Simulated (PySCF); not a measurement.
## One molecule, many functionals

Compound: 1,1-dichloro-2,2-difluoroethane, C₂H₂Cl₂F₂.
SMILES with atom numbers: `[F:1][CH:2]([F:3])[CH:4]([Cl:5])[Cl:6]` (hydrogens: H7 on C2; H8 on C4)

Linear-response calculations in the def2-SVPD basis (PySCF; singlets by full response, triplets Tamm–Dancoff, core orbitals frozen in the response; HF means time-dependent Hartree–Fock). 'Strongest' is the level of largest summed f among the singlets computed (10 roots, of which the last may lack a degenerate partner); it can jump between rows when another state enters that window. S1 is the lowest singlet of each run and needn't be the same state throughout; f(S1) is that of one state. Geometry: PBE0-D3(BJ)/def2-SVP, one conformer, isolated molecule.

```tsv
functional	kind	S1 (eV)	f(S1)	strongest (eV)	T1 (eV)	HOMO (eV)	gap (eV)	ionisation energy, ΔSCF (eV)
LDA	LDA	6.26	0.001	6.61	5.92	-7.85	6.08	10.95
PBE	GGA	6.30	0.001	6.63	5.90	-7.74	6.13	10.80
PBE0	global hybrid, 25% exact exchange	6.98	0.001	8.68	6.35	-9.19	8.64	11.39
BHandHLYP	global hybrid, 50% exact exchange	7.41	0.001	9.50	6.63	-10.53	11.01	12.37
CAM-B3LYP	range-separated hybrid	7.13	0.001	9.06	6.44	-10.62	11.15	11.68
wB97X-D	range-separated hybrid	7.15	0.001	9.13	6.52	-11.11	12.36	11.61
LC-wPBE	range-separated hybrid	7.37	0.000	9.70	6.59	-12.04	13.77	11.97
HF	Hartree–Fock	8.12	0.001	10.78	7.10	-12.58	15.00	not settled
```

Task: What does B3LYP (global hybrid, 20% exact exchange) give?

Result: S1 (eV) 6.83, f(S1) 0.001, strongest (eV) 8.41, T1 (eV) 6.25, HOMO (eV) -8.94, gap (eV) 8.12, ionisation energy, ΔSCF (eV) 11.33. S1 runs from 6.26 eV (LDA) to 8.12 eV (HF), a spread of 1.86 eV, while the orbital gap spreads over 8.9 eV. Along PBE (0%), B3LYP (20%), PBE0 (25%), BHandHLYP (50%), HF (100%) S1 rises with the share of exact exchange. −ε(HOMO) comes closest to its own ΔSCF ionisation energy with LC-wPBE (+0.07 eV) and misses most with LDA (-3.10 eV). 'Not settled' means that the ion's SCF failed to converge or may have ended in another state than the lowest.
